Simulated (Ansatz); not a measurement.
`CN1CN=C1O`, relaxed with RKS PBE-D4/def2-SVP in the Gaussian-basis code of Ansatz from a rough embedded geometry. The force threshold is 0.03 eV/Å; the program also tests the step.

Total charge 0; spin multiplicity 1.

Start:

```xyz
12

C    -1.229   -0.745   -0.412
N    -0.279   -0.079    0.446
C     0.995   -0.678    0.668
N     1.588    0.601    0.411
C     0.412    1.010    0.076
O    -0.062    2.157   -0.424
H    -1.559   -1.651   -0.017
H    -0.752   -0.876   -1.398
H    -2.128   -0.030   -0.579
H     1.107   -0.958    1.755
H     1.231   -1.495    0.021
H     0.675    2.743   -0.546
```

```tsv
step	energy (eV)	largest force (eV/Å)	largest move (Å)
1	-8218.3434	3.734	0.000
2	-8218.8457	1.677	0.130
3	-8218.9175	0.416	0.080
4	-8218.9251	0.105	0.016
5	-8218.9267	0.048	0.013
6	-8218.9273	0.052	0.015
7	-8218.9275	0.037	0.013
8	-8218.9277	0.016	0.016
```

End:

```xyz
12

C    -1.286   -0.731   -0.462
N    -0.308   -0.108    0.406
C     1.048   -0.654    0.717
N     1.652    0.682    0.449
C     0.442    1.022    0.096
O    -0.063    2.152   -0.407
H    -1.729   -1.612    0.045
H    -0.869   -1.062   -1.445
H    -2.104   -0.011   -0.660
H     1.154   -1.012    1.763
H     1.376   -1.438    0.000
H     0.688    2.774   -0.501
```

Hardware: 4 threads of a server CPU on a shared host. Wall time 9.5 s, peak host memory 0.18 GiB.
